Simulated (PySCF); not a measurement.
Species: streptocyanine-3, C₃H₇N₂ (charge +1).
Atom-mapped SMILES: `[NH2:1]/[CH:2]=[CH:3]/[CH:4]=[NH2+:5]` (hydrogens: H6, H7 on N1; H8 on C2; H9 on C3; H10 on C4; H11, H12 on N5)

Computed with PySCF at B3LYP/def2-SVPD, non-relativistic, on one gas-phase PBE0-D3(BJ)/def2-SVP geometry that isn't relaxed in the solvent. The solvent is an IEF-PCM continuum (Bondi radii, 1.10 Å for H, scaled by 1.2), and excitations are vertical TDDFT with non-equilibrium linear response and a frozen core. The model holds no explicit solvent molecules, cavitation or dispersion.

Gas-phase singlets (H = HOMO, L = LUMO):

```csv
state,E (eV),λ (nm),f,leading configurations
S1,5.262,236,0.728,H→L 98%
S2,6.880,180,0.000,H→L+2 94%
S3,6.965,178,0.000,H→L+3 99%
S4,7.042,176,0.000,H→L+4 94%
S5,7.155,173,0.024,H→L+1 96%
```

Q: How does the list change in acetone (ε = 20.49)?

A: 
```json
{"state": "S1", "E (eV)": "5.034", "λ (nm)": "246", "f": "0.825", "leading configurations": "H→L 98%", "change by rank (eV)": "-0.228"}
{"state": "S2", "E (eV)": "6.639", "λ (nm)": "187", "f": "0.000", "leading configurations": "H→L+1 99%", "change by rank (eV)": "-0.241"}
{"state": "S3", "E (eV)": "6.848", "λ (nm)": "181", "f": "0.000", "leading configurations": "H→L+3 99%", "change by rank (eV)": "-0.117"}
{"state": "S4", "E (eV)": "6.885", "λ (nm)": "180", "f": "0.000", "leading configurations": "H→L+4 99%", "change by rank (eV)": "-0.157"}
{"state": "S5", "E (eV)": "7.040", "λ (nm)": "176", "f": "0.029", "leading configurations": "H→L+2 97%", "change by rank (eV)": "-0.115"}
```

Q: What are the lowest 5 singlets in methanol (ε = 32.61)?

A: 
```json
{"state": "S1", "E (eV)": "5.049", "λ (nm)": "246", "f": "0.819", "leading configurations": "H→L 98%", "change by rank (eV)": "-0.213"}
{"state": "S2", "E (eV)": "6.636", "λ (nm)": "187", "f": "0.000", "leading configurations": "H→L+1 99%", "change by rank (eV)": "-0.244"}
{"state": "S3", "E (eV)": "6.848", "λ (nm)": "181", "f": "0.000", "leading configurations": "H→L+3 99%", "change by rank (eV)": "-0.117"}
{"state": "S4", "E (eV)": "6.886", "λ (nm)": "180", "f": "0.000", "leading configurations": "H→L+4 99%", "change by rank (eV)": "-0.156"}
{"state": "S5", "E (eV)": "7.043", "λ (nm)": "176", "f": "0.028", "leading configurations": "H→L+2 97%", "change by rank (eV)": "-0.112"}
```

Q: The ground-state energy changes by -2.504 eV from gas to methanol. By how much does the total energy of gas-phase S1 change?

A: E(S1) = E(S0) + excitation energy, so it changes by -2.504 − 0.213 = -2.717 eV: it is lowered more than the ground state, which is what a red shift means. This is the vertical state, with the slow part of the continuum still set for S0.

Q: How do the frontier levels move from gas to methanol?

A: 
```json
{"orbital": "LUMO+2", "gas (eV)": "-3.66", "solvent (eV)": "0.60", "change (eV)": "+4.26"}
{"orbital": "LUMO+1", "gas (eV)": "-3.83", "solvent (eV)": "0.54", "change (eV)": "+4.37"}
{"orbital": "LUMO", "gas (eV)": "-6.52", "solvent (eV)": "-2.04", "change (eV)": "+4.48"}
{"orbital": "HOMO", "gas (eV)": "-11.52", "solvent (eV)": "-7.05", "change (eV)": "+4.47"}
{"orbital": "HOMO-1", "gas (eV)": "-15.04", "solvent (eV)": "-10.54", "change (eV)": "+4.50"}
{"orbital": "HOMO-2", "gas (eV)": "-15.64", "solvent (eV)": "-11.06", "change (eV)": "+4.58"}
{"orbital": "HOMO-3", "gas (eV)": "-15.95", "solvent (eV)": "-11.47", "change (eV)": "+4.48"}
```

The HOMO–LUMO gap goes from 5.00 to 5.01 eV. Rows go by rank; for LUMO+1 and LUMO+2 the atom shares or the degeneracy differ between the runs, so the row needn't follow one orbital.

Rough CPU time on one thread of a shared machine: about 30 s. This is the whole response run at B3LYP/def2-SVPD in methanol, SCF included.

Shape of the structure used: `[NH2:1]/[CH:2]=[CH:3]/[CH:4]=[NH2+:5]`: C2–C3–C4–N5 180°, H–N1–C2–C3 180°, H–N1–C2–C3 0°.
